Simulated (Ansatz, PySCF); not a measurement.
Wanted: the gas-phase enthalpy of formation of C=C(C)C [2-methylprop-1-ene] at 298 K. Reaction (SMILES): C=C(C)C + 2 C (CH4) -> C=C (C2H4) [ethene] + 2 CC (C2H6) [ethane]; bond separation energy.

Geometries: B3LYP-D3(BJ)/def2-TZVP minima from Ansatz (a first-principles code). Cores are frozen in the correlated levels unless marked. UHF or UKS for open shells. Spin-orbit coupling is left out. Non-relativistic. Basis-set limits of correlation are two-point, X^-3; Hartree-Fock from the larger set. [CCSD(T)-MP2]/basis is that difference in the basis named. Thermal terms are rigid-rotor harmonic-oscillator values from B3LYP-D3(BJ) frequencies (Ansatz or PySCF) at 298.15 K and 1 atm. 1 Eh = 627.5095 kcal/mol. PBE is always shown; the other two functionals were drawn at random. The atomisation route leaves out scalar relativity and anharmonic zero-point terms, the atoms' spin-orbit terms, and in the frozen-core level the core correlation. Atomic data: G2/97 table in ASE.

Tabulated enthalpies of formation of the partners: C (CH4) -17.8 kcal/mol, ATcT 1.112; C=C (C2H4) 12.6 kcal/mol, ATcT 1.112; CC (C2H6) -20.0 kcal/mol, ATcT 1.112.

| level | computed ΔH of the reaction (kcal/mol) | ΔHf by atomisation and measured atoms (kcal/mol) |
|---|---|---|
| PBE/def2-TZVPD (Ansatz) | 11.6 | -19.2 |
| B3LYP-D3(BJ)/def2-TZVPD (Ansatz + dftd3) | 11.8 | -5.3 |
| PBE0-D4/def2-TZVPD (Ansatz + dftd4) | 12.2 | -9.8 |
| RI-MP2/CBS(cc-pVTZ,cc-pVQZ)+[CCSD(T)-MP2]/cc-pVTZ (Ansatz) | 11.6 | -2.3 |

Derive ΔHf from the reaction at each level, and compare how far the levels part by the two routes.


The partners sum to 8.2 kcal/mol (products minus other reactants), so ΔHf = (8.2 - ΔH):
- PBE/def2-TZVPD: -3.4; errors +0.8 by the reaction, -15.0 by atomisation
- B3LYP-D3(BJ)/def2-TZVPD: -3.6; errors +0.6 by the reaction, -1.1 by atomisation
- PBE0-D4/def2-TZVPD: -4.0; errors +0.2 by the reaction, -5.6 by atomisation
- RI-MP2/CBS(cc-pVTZ,cc-pVQZ)+[CCSD(T)-MP2]/cc-pVTZ: -3.4; errors +0.8 by the reaction, +1.9 by atomisation
All levels span 0.6 kcal/mol by the reaction and 16.9 by atomisation; without PBE they span 0.6 and 7.5. The errors are against the measured -4.2 kcal/mol (ATcT 1.112).
